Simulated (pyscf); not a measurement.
PySCF, gas phase, ωB97X-D3(BJ)/def2-SVP geometries. MP2 and CC: frozen core, UHF for open shells. ΔMP2 is the change of the MP2 total energy from the triple- to the quadruple-zeta basis.

Q: What is the homolytic dissociation enthalpy (298 K, CCSD(T)/def2-TZVPP + ΔMP2(QZVPP)) of the B–N bond of H₂N–B(OH)–Cl, to NH₂• + [HO–B–Cl]•?

A: B–N to NH₂• + [HO–B–Cl]•: 132.8 kcal/mol. The radicals are drawn with the spin at the cut bond; how far it spreads was not checked. Other isomers of [HO–B–Cl]• were not searched in full and may lie lower. The CCSD(T) − MP2 part came from Ansatz, without density fitting, on the same reference.
